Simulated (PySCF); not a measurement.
## Frontier levels across methods

C₄H₈F₂.
Z-matrix (Å and degrees, PBE0-D3(BJ)/def2-SVP geometry), rows numbered from 1:
```
C 
C   1  1.5090
F   2  1.3878  1  108.55
C   2  1.5158  1  114.02  3  -120.42
C   4  1.5102  2  112.67  1  -179.79
F   5  1.3765  4  110.00  2    62.49
H   1  1.0994  2  110.26  3   -57.73
H   1  1.0998  2  110.81  3  -177.67
H   1  1.1008  2  110.43  3    61.89
H   2  1.1040  1  110.49  3   116.67
H   4  1.1034  2  109.12  1    59.05
H   4  1.1022  2  109.19  1   -57.93
H   5  1.1023  4  110.13  2   -56.87
H   5  1.1029  4  111.01  2  -177.44
```

Basis pcSseg-1 throughout (PySCF), one geometry. Isolated species at its PBE0-D3(BJ)/def2-SVP geometry (one conformer only).

Task: How do the orbital energies, the gap and the dipole change with the method?

Result: 
```csv
method,kind,HOMO (eV),LUMO (eV),gap (eV),μ (D),SCF cycles
BLYP,GGA,-7.34,0.65,7.99,2.00,14
OPBE,GGA,-7.35,0.91,8.27,2.00,14
PBE,GGA,-7.39,0.66,8.05,2.01,14
B97-D,GGA,-7.48,0.81,8.29,2.05,14
LDA,LDA,-7.49,0.46,7.95,2.11,13
BP86,GGA,-7.52,0.74,8.26,2.04,13
KT2,GGA,-7.56,0.61,8.16,2.02,14
KT3,GGA,-7.60,0.54,8.14,2.00,14
B97-2,global hybrid,-8.81,1.53,10.33,2.17,12
B3LYP,global hybrid,-8.84,1.16,10.00,2.14,12
PBE0,global hybrid,-9.06,1.50,10.56,2.17,12
mPW1PW91,global hybrid,-9.11,1.52,10.64,2.19,12
CAM-B3LYP,range-separated hybrid,-10.53,2.32,12.85,2.20,12
BHandHLYP,global hybrid,-10.63,2.16,12.79,2.30,12
wB97X-D,range-separated hybrid,-11.01,3.34,14.35,2.22,12
LC-wPBE,range-separated hybrid,-11.83,3.69,15.53,2.22,12
HF,Hartree–Fock,-12.96,4.32,17.28,2.45,10
```

The HOMO spans 5.62 eV, from BLYP down to HF, and the gap runs from 7.95 eV (LDA) to 17.28 eV (HF). Over the methods BLYP (0 %), OPBE (0 %), PBE (0 %), B97-D (0 %), LDA (0 %), BP86 (0 %), KT2 (0 %), KT3 (0 %), B97-2 (21 %), B3LYP (20 %), PBE0 (25 %), mPW1PW91 (25 %), BHandHLYP (50 %), HF (100 %), a straight line through the gap against the share of exact exchange rises by 0.92 eV for each 10 % (correlation coefficient 0.999). The dipole ranges from 2.00 D (KT3) to 2.45 D (HF). This basis has no diffuse functions.
